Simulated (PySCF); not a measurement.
**Nuclear quadrupole coupling in SiH2MeCl**

SiH2MeCl, CH5ClSi.
Cartesian coordinates in Å at the PBE0-D3(BJ)/def2-SVP level; atoms count from 1:
```xyz
8
CH5ClSi angstrom
Si     0.453   -0.656    0.321
H      0.433   -0.730    1.810
H      1.864   -0.702   -0.157
C     -0.425    0.870   -0.296
H      0.057    1.776    0.105
H     -1.478    0.867    0.023
H     -0.395    0.918   -1.394
Cl    -0.511   -2.343   -0.413
```

Field gradients from the PBE0/pcSseg-1 density (PySCF, non-relativistic), principal values in atomic units, ordered |Vxx| ≤ |Vyy| ≤ |Vzz|:

| atom | Vxx | Vyy | Vzz |
| --- | --- | --- | --- |
| Cl8 | -1.1175 | -1.1462 | 2.2637 |

Problem. Find the asymmetry η = (Vxx − Vyy)/Vzz and the couplings χ = eQV/h (234.96 MHz × Q in barn × V in au), with Q(35Cl) = −0.0817 b.

Solution. 
```json
{"atom": "Cl8", "environment": "chlorine bonded to Si", "nucleus": "35Cl", "η": "0.01", "χzz (MHz)": "-43.45", "χxx (MHz)": "21.45", "χyy (MHz)": "22.00"}
```

The gradient is axial or nearly so (η below 0.05) at Cl8. 

Problem. What is Vzz at Cl8 in SI units (1 au = 9.71736 × 10²¹ V/m²)?

Solution. 2.2637 au = 21.997 × 10²¹ V/m².

Problem. And the gradient at the other heavy atoms, for which no coupling is worked out here?

Solution. 
```csv
atom,environment,Vzz (au),η
Si1,"silicon bonded to C, Cl and 2 H",0.798,0.11
C4,carbon bonded to Si and 3 H,-0.048,0.40
```

Were the hydrogens deuterons (Q(2H) = 0.00286 b), χzz would run from 93 kHz (H2 and H3) to 200 kHz (H7 and H6).

Isolated species at its PBE0-D3(BJ)/def2-SVP geometry, gas phase. A larger basis could move these couplings by a tenth or more.
